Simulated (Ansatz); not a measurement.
# C2H3NO2: the cost of one run

All numbers are computed with Ansatz 0.2.0 through its Python package. Level of theory: CAM-B3LYP/6-31G*.

## 1. The structure

Bond lengths: N1–C2 1.151 Å, C2–C3 1.289 Å, C3–O4 1.422 Å, C3–O5 1.384 Å, N1–H6 1.082 Å, O4–H7 0.941 Å, O5–H8 0.942 Å. Angles: N1–C2–C3 176.0°, C2–N1–H6 109.0°, C2–C3–O4 121.0°, C2–C3–O5 121.7°, O4–C3–O5 117.0°, C3–O4–H7 103.8°, C3–O5–H8 105.6°.

The script holds or builds the structure itself.

## 2. The script

File bde.py:

```python
'''X-H bond energies of C2H3NO2 without relaxation.'''

import ansatz as az

BASIS = '6-31G*'
FUNCTIONAL = 'cam_b3lyp'


def energy(molecule, charge=0, unpaired=0):
    calc = (
        molecule.calculation()
        .basis(gaussian=BASIS)
        .functional(FUNCTIONAL)
    )
    if charge:
        calc = calc.charge(charge)
    if unpaired:
        calc = calc.spin('collinear', total=unpaired)
    report = calc.run(threads=1, backend='cpu').report
    if report['published_state_doubts']:
        print('  doubts:', report['published_state_doubts'])
    return report['free_energy_ev']

def without(molecule, index):
    rest = az.Crystal.molecule()
    for i, site in enumerate(molecule.cartesian_sites):
        if i != index:
            rest = rest.atom(site.symbol, site.position_ang)
    return rest


def main() -> None:
    geometry_ang = [
        ('N', (-1.3539, -0.177, 1.4614)),
        ('C', (-0.5924, -0.0381, 0.6101)),
        ('C', (0.2735, 0.0296, -0.3421)),
        ('O', (1.022, 1.2169, -0.568)),
        ('O', (0.6112, -1.0802, -1.0969)),
        ('H', (-1.5328, 0.7798, 1.9342)),
        ('H', (1.5798, 0.9966, -1.2937)),
        ('H', (0.0847, -1.7848, -0.7608)),
    ]
    mol = az.Crystal.molecule()
    for symbol, xyz in geometry_ang:
        mol = mol.atom(symbol, xyz)

    whole = energy(mol, 0)
    hydrogen = energy(az.Crystal.molecule().atom('H', (0, 0, 0)), 0, 1)
    print(f'E(molecule) = {whole:.5f} eV, E(H) = {hydrogen:.5f} eV')
    for index in [5, 7]:
        radical = energy(without(mol, index), 0, 1)
        print(f'H{index}: homolysis {23.060548 * (radical + hydrogen - whole):.1f} kcal/mol')
        anion = energy(without(mol, index), -1)
        print(f'H{index}: loss of a proton {23.060548 * (anion - whole):.1f} kcal/mol')


if __name__ == '__main__':
    main()
```

## 3. The input behind the calls

The package turns the script's settings into the engine's input (first run):

```yaml
crystal:
  periodic: [false, false, false]
  atoms:
    - { symbol: "N", position_ang: [-1.3539, -0.177, 1.4614] }
    - { symbol: C, position_ang: [-0.5924, -0.0381, 0.6101] }
    - { symbol: C, position_ang: [0.2735, 0.0296, -0.3421] }
    - { symbol: O, position_ang: [1.022, 1.2169, -0.568] }
    - { symbol: O, position_ang: [0.6112, -1.0802, -1.0969] }
    - { symbol: H, position_ang: [-1.5328, 0.7798, 1.9342] }
    - { symbol: H, position_ang: [1.5798, 0.9966, -1.2937] }
    - { symbol: H, position_ang: [0.0847, -1.7848, -0.7608] }
basis:
  gaussian:
    orbitals: "6-31G*"
hamiltonian:
  xc: cam_b3lyp
```

## 4. The run

The run is started by

```console
$ python bde.py
```

**Question.** How long does this script take on 1 thread of AMD EPYC 9B14 (Zen 4), shared host, and how much memory does it need?

About 15 s, with a peak of 0.26 GiB.
